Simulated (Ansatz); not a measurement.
This geometry of C2H5Al (8 atoms, charge 0, multiplicity 1) is a first-order saddle point.

The calculation used RHF/cc-pVDZ in Ansatz.

```xyz
8
Properties=species:S:1:pos:R:3
C -1.097 0.904 -0.092
C 0.196 0.595 -0.185
Al 0.948 -1.197 0.172
H -1.853 0.177 0.195
H -1.477 1.901 -0.297
H 0.853 1.416 -0.483
H 1.436 -1.591 1.631
H 1.086 -2.262 -0.998
```

Task: Which two structures does it join? (They come from a converged band through this point; their orientation in space is the band's.)

Result: No bond is made or broken. The dihedral C1–C2–Al3–H7 goes from 180 to 0°. The two ends are copies of one structure, up to a mirror image or an exchange of like atoms.

First end point:

```xyz
8
Properties=species:S:1:pos:R:3
C -1.042 0.848 -0.360
C 0.183 0.644 0.131
Al 0.936 -1.161 0.262
H -1.667 0.029 -0.704
H -1.487 1.837 -0.445
H 0.730 1.532 0.448
H 2.393 -1.407 0.843
H 0.047 -2.381 -0.231
```

Last end point:

```xyz
8
Properties=species:S:1:pos:R:3
C -1.043 0.848 -0.360
C 0.183 0.644 0.130
Al 0.936 -1.160 0.262
H -1.668 0.029 -0.703
H -1.486 1.837 -0.444
H 0.730 1.532 0.447
H 0.047 -2.381 -0.230
H 2.393 -1.406 0.842
```

Task: How far does it lie above each of them?

Result: 0.189 eV above the first and 0.189 eV above the second. This is the barrier of this one path; another mechanism may lie lower.

The run took 83 s on 1 thread of Arm Neoverse V1, with other jobs on the host, peak memory 0.13 GiB.
